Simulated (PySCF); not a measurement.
**S4, triplet: molecular constants**

All numbers come from UPBE0/[S def2-TZVP], no relativity, density fitting, PySCF.

The structure is a minimum.

- Point group: C2v
- Bond lengths: S–S 1.895 Å (×2), S–S 2.379 Å
- Bond angles: S–S–S 101.9° (×2)
- Rotational symmetry number: 2
- Entropy at 298.15 K and 1 bar (electronic part: spin only): 335.5 J/(mol K)
- Highest occupied level (α): -6.52 eV
- Heat capacity Cp at 298.15 K: 71.0 J/(mol K)
- Principal quadrupole moments (Buckingham, traceless) about the centre of mass: -3.11, -0.70, 3.81 D Å
- Zero-point energy: 12.7 kJ/mol
- Lowest empty level (β): -4.26 eV
- Principal polarisabilities: 38.7, 84.6, 106.6 bohr³
- Spin squared ⟨S²⟩: 2.012
- Enthalpy at 298.15 K above 0 K: 16.92 kJ/mol
- Atomisation energy without zero-point energy: 945 kJ/mol
- Dipole moment: 0.55 D
- Rotational constants: 0.1533, 0.06737, 0.04681 cm⁻¹

Harmonic modes (masses in u: S 31.972):
```csv
symmetry,ω (cm⁻¹),IR (km/mol)
a2,75,0.0
a1,102,0.7
a1,252,0.6
b2,279,0.1
b2,693,53.4
a1,716,0.0
```

In C2v the vibrations span a2 + 3a1 + 2b2. Here b1 is antisymmetric to the molecular plane and b2 lies in it. The a2 mode carries no infrared intensity, as symmetry demands.

Charges (e):
```tsv
atom	Mulliken	Löwdin	polar tensor	spin (Mulliken)	Mayer order to S1
S1	0.05	0.03	0.05	0.39	–
S2	0.05	0.03	0.05	0.39	0.63
S3	-0.05	-0.03	-0.05	0.61	1.83
S4	-0.05	-0.03	-0.05	0.61	0.16
```
Other Mayer orders above 0.3: S–S 1.83.

Mulliken populations on S1: s 5.87, p 9.87, d 0.19, f 0.01.

Outer orbital energies (eV). α occupied: -11.47, -11.34, -10.72, -10.32, -8.21, -7.59, -7.52, -6.52; empty: -2.53, -0.79, 0.67, 3.76. β occupied: -15.92, -12.09, -11.20, -10.39, -10.09, -8.93, -7.99, -7.27; empty: -4.26, -3.19, -2.28, -0.55.

Only a few start shapes were tried, so a lower isomer may exist.

The final relaxation and frequency run took 84 s on 4 threads of a shared Intel Xeon Platinum 8259CL @ 2.50GHz (Skylake/Cascade Lake) host, with 148 basis functions and 11 gradients; the process peaked at 1.5 GiB.
